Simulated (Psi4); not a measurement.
# CClO+ (SMILES [O+]#CCl): a chain of runs

Aim: a structure relaxation (B3LYP-D3(BJ)/6-31G), then vibrational wavenumbers, then a single-point energy (MP2/cc-pVTZ) of CClO+. 

The results are computed with Psi4 1.11.

## 1. Starting point

CClO+: 3 atoms, total charge +1, spin state singlet. As SMILES, `[O+]#CCl`. The coordinates come from a GFN2-xTB relaxation. The run starts from this shape.

Bond lengths: O1–C2 1.122 Å, C2–Cl3 1.528 Å. Angles: O1–C2–Cl3 179.7°.

## 2. A geometry optimisation at B3LYP-D3(BJ)/6-31G (density fitting) (run 1)

Contents of calc.in:

```
memory 1600 mb

molecule molecule1 {
  1 1
  O     -1.28000599     1.94246838    -0.48354312
  C     -0.14089798     0.20692501    -0.05398948
  Cl     1.42090397    -2.14939339     0.53753260
  units bohr
  symmetry c1
}

set {
  basis        6-31G
  reference    rks
  geom_maxiter 60
}

optimize('b3lyp-d3bj')
print_variables()
```

The run is started by

```
$ psi4 -i calc.in -o calc.out -n 1
```

calc.out:

```text
[...]
  Running in c1 symmetry.
[...]
  Nuclear repulsion =   85.114987442556043
[...]
  Multiplicity = 1
[...]
  Nalpha       = 15
  Nbeta        = 15
[...]
    Number of basis functions: 31
[...]
   @DF-RKS iter   1:  -572.95357589734192    5.74799e-01   1.59871e-02 ADIIS/DIIS
[...]
   @DF-RKS iter  12:  -573.06811255629611   -1.25056e-12   1.75453e-09 DIIS
[...]
    Orbital Energies [Eh]
    ---------------------
    Doubly Occupied:
       1A   -101.930922     2A    -19.601840     3A    -10.720707
       4A     -9.860817     5A     -7.627147     6A     -7.611426
       7A     -7.611426     8A     -1.514931     9A     -1.267077
      10A     -0.896313    11A     -0.827400    12A     -0.810533
      13A     -0.810533    14A     -0.673217    15A     -0.673217
[...]
  @DF-RKS Final Energy:  -573.06811255629611
   => Energetics <=
    Nuclear Repulsion Energy =             81.0451275613915811
    One-Electron Energy =                -939.2928759562464620
    Two-Electron Energy =                 318.9025360428372551
    DFT Exchange-Correlation Energy =     -33.7201400492632075
    Empirical Dispersion Energy =          -0.0027601550153121
    VV10 Nonlocal Energy =                  0.0000000000000000
    Total Energy =                       -573.0681125562961142
[...]
 Multipole Moments:
 ------------------------------------------------------------------------------------
     Multipole            Electronic (a.u.)      Nuclear  (a.u.)        Total (a.u.)
 ------------------------------------------------------------------------------------
 L = 1.  Multiply by 2.5417464519 to convert [e a0] to [Debye]
 Dipole X            :          0.0000393           -0.0000806           -0.0000414
 Dipole Y            :          0.0000000           -0.0000000            0.0000000
 Dipole Z            :         -1.0984895            0.9406880           -0.1578014
 Magnitude           :                                                    0.1578014
[...]
  -Total Gradient:
     Atom            X                  Y                   Z
    ------   -----------------  -----------------  -----------------
       1        0.000005751868     0.000000000176     0.000032300582
       2       -0.000009773374    -0.000000000929    -0.000215573556
       3        0.000004019268     0.000000000753     0.000169710933
[...]
    Final optimized geometry and variables:
    Molecular point group: c1
    Full point group: C1v
    Geometry (in Bohr), charge = 1, multiplicity = 1:
    O           -0.000206598874     0.000000000000     3.331615844924
    C           -0.000206598874    -0.000000000000     1.167015901043
    CL           0.000165396271     0.000000000000    -1.924372595499
  Variable Map:
  ----------------------------------------------------------------------------
  "B3LYP-D3(BJ) DISPERSION CORRECTION ENERGY" =>      -0.002760155015
  "CURRENT ENERGY"                            =>    -573.068112556296
  "CURRENT REFERENCE ENERGY"                  =>    -573.068112556296
  "DD SOLVATION ENERGY"                       =>       0.000000000000
  "DFT FUNCTIONAL TOTAL ENERGY"               =>    -573.065352401281
[...]
```

The script printed:

```text
Optimizer: Optimization complete!
```

Run time: 19 s. Hardware: 1 thread of AMD EPYC 7R43 (Zen 3), shared host; peak memory 0.26 GiB.

Step by step:

```csv
step,energy from the first frame kept (eV),largest force (eV/Å)
0,0.0000,4.8334
1,-0.2490,1.2917
2,-0.2701,0.4298
3,-0.2718,0.1616
4,-0.2720,0.0461
5,-0.2720,0.0111
```

After the run. Bond lengths: O1–C2 1.145 Å, C2–Cl3 1.636 Å. Angles: O1–C2–Cl3 180.0°.

## 3. The harmonic vibrations at B3LYP-D3(BJ)/6-31G (density fitting) (run 2)

Contents of job.dat:

```
memory 1600 MB

molecule {
  1 1
  O      0.00000000     0.00000000    -2.47352866
  C      0.00000000     0.00000000    -0.30893054
  Cl     0.00000000     0.00000000     2.78245920
  units au
  symmetry c1
}

set t 298.15
set rotational_symmetry_number 1

frequencies('b3lyp-d3bj/6-31G')
```

The run is started by

```
$ psi4 job.dat job.out -n 1
```

job.out, cut to the lines that bear on the results:

```text
[...]
  Running in c1 symmetry.
[...]
  Nuclear repulsion =   81.045136135434873
[...]
  Multiplicity = 1
[...]
  Nalpha       = 15
  Nbeta        = 15
[...]
    Number of basis functions: 31
[...]
   @DF-RKS iter   1:  -572.96115108138201    3.72535e-01   1.60482e-02 ADIIS/DIIS
[...]
   @DF-RKS iter  10:  -573.06811091199734   -2.16005e-12   2.56675e-09 DIIS
[...]
    Orbital Energies [Eh]
    ---------------------
    Doubly Occupied:
       1A   -101.931049     2A    -19.601740     3A    -10.720709
       4A     -9.860970     5A     -7.627285     6A     -7.611581
       7A     -7.611581     8A     -1.514388     9A     -1.267501
      10A     -0.896396    11A     -0.827329    12A     -0.810325
      13A     -0.810325    14A     -0.673312    15A     -0.673312
[...]
  @DF-RKS Final Energy:  -573.06811091199734
   => Energetics <=
    Nuclear Repulsion Energy =             81.0523527752939117
    One-Electron Energy =                -939.3068704735911751
    Two-Electron Energy =                 318.9091079894938616
    DFT Exchange-Correlation Energy =     -33.7199409517224424
    Empirical Dispersion Energy =          -0.0027602514715398
    VV10 Nonlocal Energy =                  0.0000000000000000
    Total Energy =                       -573.0681109119973371
[...]
 Multipole Moments:
[...]
  -Total Gradient:
     Atom            X                  Y                   Z
    ------   -----------------  -----------------  -----------------
       1        0.000000000000    -0.000000000000    -0.001445399245
       2       -0.000000000000     0.000000000000     0.002139169770
       3        0.000000000000    -0.000000000000    -0.000680219755
[...]
  ==> Harmonic Vibrational Analysis <==
[...]
  Freq [cm^-1]                 430.6002            430.6002            719.7210
[...]
  IR activ [km/mol]            13.0890             13.0890             13.2395
[...]
  Freq [cm^-1]                2204.6976
[...]
  IR activ [km/mol]            232.0923
[...]
  Total E_0, Enthalpy at 0 [K]                                                         -573.05948828 [Eh]
[...]
  Total H, Enthalpy at  298.15 [K]                                                     -573.05551690 [Eh]
[...]
  Total G, Gibbs energy at  298.15 [K]                                                 -573.08224969 [Eh]
[...]
```

On the terminal:

```text
Warning: used thermodynamics relations inappropriate for low-frequency modes: ['430.6002' '430.6002']
```

It took 35 s on 1 thread of AMD EPYC 7R43 (Zen 3), shared host; peak memory 0.25 GiB.

## 4. A single-point energy at MP2/cc-pVTZ (density fitting, density fitting for correlation) (run 3)

Contents of cclo.xyz:

```xyz
3
CClO
O     -0.609351    -0.520167     1.627804
C     -0.063219    -0.409414     0.627032
Cl     0.716915    -0.251240    -0.802134
```

Contents of job.py:

```python
import psi4

psi4.set_memory('1600 MB')
psi4.set_num_threads(1)
psi4.set_output_file('psi4.out', False)

with open('cclo.xyz') as f:
    atoms = ''.join(f.readlines()[2:])
geom = psi4.geometry('1 1\n' + atoms + '')

psi4.set_options({
    'basis': 'cc-pVTZ',
    'freeze_core': True,
})

e_tot, wfn = psi4.energy("mp2", return_wfn=True)
print('E =', round(e_tot, 9))
```

The run is started by

```
$ python job.py
```

psi4.out:

```text
[...]
  Running in c1 symmetry.
[...]
  Nuclear repulsion =   81.045138251511531
[...]
  Multiplicity = 1
[...]
  Nalpha       = 15
  Nbeta        = 15
[...]
    Number of basis functions: 94
[...]
   @DF-RHF iter   1:  -571.80990378767808   -1.96120e-02   5.34044e-03 ADIIS/DIIS
[...]
   @DF-RHF iter  11:  -571.93884124061742   -4.55884e-11   9.40585e-09 DIIS
[...]
    Orbital Energies [Eh]
    ---------------------
    Doubly Occupied:
       1A   -105.234758     2A    -20.993846     3A    -11.782047
       4A    -10.954030     5A     -8.420856     6A     -8.417471
       7A     -8.417471     8A     -1.820500     9A     -1.517867
      10A     -1.103391    11A     -1.017421    12A     -0.958184
      13A     -0.958184    14A     -0.808027    15A     -0.808027
[...]
  @DF-RHF Final Energy:  -571.93884124061742
   => Energetics <=
    Nuclear Repulsion Energy =             81.0451382515115313
    One-Electron Energy =                -939.5437905088704156
    Two-Electron Energy =                 286.5598110167414916
    Total Energy =                       -571.9388412406174211
[...]
 Multipole Moments:
 ------------------------------------------------------------------------------------
     Multipole            Electronic (a.u.)      Nuclear  (a.u.)        Total (a.u.)
 ------------------------------------------------------------------------------------
 L = 1.  Multiply by 2.5417464519 to convert [e a0] to [Debye]
 Dipole X            :          0.0000305           -0.0000790           -0.0000485
 Dipole Y            :         -0.0000052            0.0000135            0.0000083
 Dipole Z            :         -1.2856643            0.9406879           -0.3449763
 Magnitude           :                                                    0.3449763
[...]
```

Standard output:

```text
E = -572.495390949
```

Wall time 5.4 s (1 thread of AMD EPYC 7R43 (Zen 3), shared host); peak memory 0.29 GiB.

## 5. Summary of results

```
                                                                            quantity             value
                                  run 1, B3LYP-D3(BJ)/6-31G: total energy at the end     -573.06811 Eh
                                              run 1, B3LYP-D3(BJ)/6-31G: HOMO energy         -18.32 eV
                                              run 1, B3LYP-D3(BJ)/6-31G: LUMO energy          -9.82 eV
                                            run 1, B3LYP-D3(BJ)/6-31G: HOMO–LUMO gap           8.50 eV
                                        run 1, B3LYP-D3(BJ)/6-31G: dispersion energy      -7.25 kJ/mol
                               run 2, B3LYP-D3(BJ)/6-31G: lowest harmonic wavenumber          431 cm⁻¹
                              run 2, B3LYP-D3(BJ)/6-31G: highest harmonic wavenumber         2205 cm⁻¹
                                        run 2, B3LYP-D3(BJ)/6-31G: zero-point energy       22.6 kJ/mol
run 2, B3LYP-D3(BJ)/6-31G: ideal-gas entropy at 298.15 K (symmetry number 1 as used)  56.3 cal/(mol K)
                                                    run 3, MP2/cc-pVTZ: total energy     -572.49539 Eh
                             run 3, MP2/cc-pVTZ: HOMO energy (Hartree–Fock orbitals)         -21.99 eV
                             run 3, MP2/cc-pVTZ: LUMO energy (Hartree–Fock orbitals)          -4.80 eV
                           run 3, MP2/cc-pVTZ: HOMO–LUMO gap (Hartree–Fock orbitals)          17.19 eV
                     run 3, MP2/cc-pVTZ: correlation energy (7 core orbitals frozen)        -556.5 mEh
```

In words: The optimisation (run 1, B3LYP-D3(BJ)/6-31G) took 6 steps and changed the energy by -0.272 eV. All 4 modes (run 2, B3LYP-D3(BJ)/6-31G) are real, so the shape is a minimum at this level.
